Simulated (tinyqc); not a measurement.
Extended Hueckel theory, for BH3+, step by step. The parameters take no account of the charge, which enters only through the electron count. One step of it, computed by the program tinyqc.

Problem. Mulliken analysis. P = C n C^T; charge = valence electrons (B 3, H 1) minus the sum of (P S)_ii on the atom; overlap population = 2 sum P_ij S_ij between two atoms.

coefficients:
```
              MO1        MO2        MO3        MO4        MO5        MO6        MO7
1B 2s    0.530824   0.000000   0.000000   0.032153   0.002187   0.000000   1.497281
1B 2px  -0.000002   0.000000   0.398728  -0.000002   1.309731   0.000000  -0.002445
1B 2py   0.000000   0.398756   0.000000   0.000000   0.000000   1.310305   0.000000
1B 2pz  -0.000406   0.000000   0.000002   0.999313  -0.000080   0.000000  -0.056703
2H 1s    0.281129   0.000000   0.586544  -0.008782  -1.017429   0.000000  -0.792732
3H 1s    0.281273   0.507789  -0.293098  -0.008782   0.506811  -0.880570  -0.795990
4H 1s    0.281273  -0.507789  -0.293098  -0.008782   0.506811   0.880570  -0.795990
```

occupations: 2.000000  2.000000  1.000000  0.000000  0.000000  0.000000  0.000000

overlap S:
```
           1B 2s     1B 2px     1B 2py     1B 2pz      2H 1s      3H 1s      4H 1s
1B 2s   1.000000   0.000000   0.000000   0.000000   0.487918   0.488208   0.488208
1B 2px  0.000000   1.000000   0.000000   0.000000   0.531337  -0.265677  -0.265677
1B 2py  0.000000   0.000000   1.000000   0.000000   0.000000   0.460357  -0.460357
1B 2pz  0.000000   0.000000   0.000000   1.000000  -0.016953  -0.016968  -0.016968
2H 1s   0.487918   0.531337   0.000000  -0.016953   1.000000   0.092198   0.092198
3H 1s   0.488208  -0.265677   0.460357  -0.016968   0.092198   1.000000   0.092233
4H 1s   0.488208  -0.265677  -0.460357  -0.016968   0.092198   0.092233   1.000000
```

Give: charges; Overlap populations.

Solution.

charges: 1B 0.9630, 2H 0.2305, 3H -0.0968, 4H -0.0968

Overlap populations:
```
pair      value
2-1    0.539784
3-1    0.726536
3-2   -0.002538
4-1    0.726536
4-2   -0.002538
4-3   -0.050094
```
